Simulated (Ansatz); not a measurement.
Geometry optimisation, RKS PBE0/def2-SVP in Ansatz 0.2.0.

The input (input.yaml):

```yaml
crystal:
  periodic: [false, false, false]
  atoms:
    - { symbol: B, position_ang: [0.0, 0.0, 0.0] }
    - { symbol: H, position_ang: [0.0, 0.0, 1.19] }
    - { symbol: C, position_ang: [1.3856, 0.0, -0.8] }
    - { symbol: H, position_ang: [1.7152, -1.0462, -0.9702] }
    - { symbol: H, position_ang: [1.2491, 0.508, -1.7774] }
    - { symbol: H, position_ang: [2.1552, 0.5381, -0.2082] }
    - { symbol: F, position_ang: [-1.1431, 0.0, -0.66] }
basis:
  gaussian: { orbitals: def2-SVP }
hamiltonian:
  xc: pbe0
relax:
  f_tol: 0.02
  max_steps: 40
```

Run as:

```bash
$ ansatz run input.yaml --threads 1 --pin off --max-ram 2048MiB --backend cpu --events-out ev --progress --plain --runs-dir out
```

Question: Where does it end, and by what steps?

Answer: The run converged. The force dipped under the threshold on the way, but the program's further checks kept it going. After 15 steps the energy has fallen by 0.066 eV; H2 moved furthest, 0.30 Å.

```tsv
step	energy less start (eV)	largest force component (eV/Å)	accepted
0	0.0000	1.282	yes
1	-0.0504	0.629	yes
2	-0.0510	0.518	yes
3	-0.0608	0.116	yes
4	-0.0618	0.119	yes
5	-0.0638	0.156	yes
6	-0.0630	0.214	no
7	-0.0636	0.077	no
8	-0.0646	0.016	yes
9	-0.0651	0.037	yes
10	-0.0597	0.348	no
11	-0.0656	0.015	yes
12	-0.0658	0.086	yes
13	-0.0659	0.052	yes
14	-0.0660	0.003	yes
15	-0.0661	0.010	yes
```

```xyz
7
Properties=species:S:1:pos:R:3
B 0.023 -0.010 -0.013
H -0.041 -0.295 1.165
C 1.359 0.011 -0.815
H 1.820 -0.991 -0.777
H 1.246 0.315 -1.866
H 2.081 0.681 -0.317
F -1.126 0.289 -0.602
```

Whether the end is a true minimum wasn't checked by a vibrational analysis.

The run took 27 s on 1 thread of Arm Neoverse V1 (shared host), peak memory 0.13 GiB.
